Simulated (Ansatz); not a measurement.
```yaml
crystal:
  periodic: [false, false, false]
  atoms:
    - {symbol: Mo, position_ang: [0.000000, 0.000000, 0.000000]}
    - {symbol: H, position_ang: [0.000000, 0.000000, 1.760000]}
basis:
  gaussian: {orbitals: def2-TZVP}
magnetization: {spin_polarized: true, initial_magnetization: 5}
hamiltonian: {xc: pbe0}
relax: {f_tol: 0.004, max_steps: 80}
```

```sh
$ ansatz run in.yaml --threads 1 --pin off --events-out ev --progress --plain --max-ram 2176MiB
```

Steps of the relaxation (energy above the last step; positions in Å, forces in eV/Å):

```
2
step 1, 11.5 meV
Mo    0.000    0.000    0.000    0.000    0.000    0.486
H     0.000    0.000    1.760    0.000    0.000   -0.486
```

```
2
step 2, 3.4 meV
Mo    0.000    0.000    0.035    0.000    0.000   -0.291
H     0.000    0.000    1.725    0.000    0.000    0.291
```

```
2
step 3, 0.0 meV
Mo    0.000    0.000    0.024    0.000    0.000   -0.016
H     0.000    0.000    1.736    0.000    0.000    0.016
```

```
2
step 4, 0.0 meV
Mo    0.000    0.000    0.023    0.000    0.000    0.000
H     0.000    0.000    1.737    0.000    0.000    0.000
```

Close pairs at the end: Mo1–H2 1.714 Å.

A stationary point of unrestricted PBE0 after 4 steps, with ⟨S²⟩ = 8.784 against 8.75 for a pure state. 6 s on 1 thread of Arm Neoverse V2, shared host.
